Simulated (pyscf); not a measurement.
Optimised with ωB97X-D3(BJ)/def2-SVP in PySCF. Correlated levels are frozen-core, on RHF or UHF. ΔMP2 is the change of the MP2 total energy from the triple- to the quadruple-zeta basis.

**Question.** For the elementary gas-phase step HO–Si:–OH [singlet] → water (H₂O) + silicon monoxide (O=Si:) [singlet] (singlet surface; O–Si, H–O broken, H–O formed), what barrier and reaction energy does CCSD(T)/def2-TZVPP + ΔMP2(QZVPP) give, measured from the reactant's lowest minimum found?

**Answer.** ΔE‡ = 42.8 kcal/mol, ΔE = +38.7 kcal/mol. Zero-point energy shifts the barrier by -2.5 kcal/mol. It is an elimination, with an imaginary mode of 1207i cm⁻¹. On the product side the descent ends in a bound adduct, 8.8 kcal/mol under the separated species and 8.0 kcal/mol under the saddle at ωB97X-D3(BJ)/def2-TZVP. This is the saddle that the search found; another between the same sides may lie lower. The CCSD(T) − MP2 part came from Ansatz, without density fitting, on the same reference.
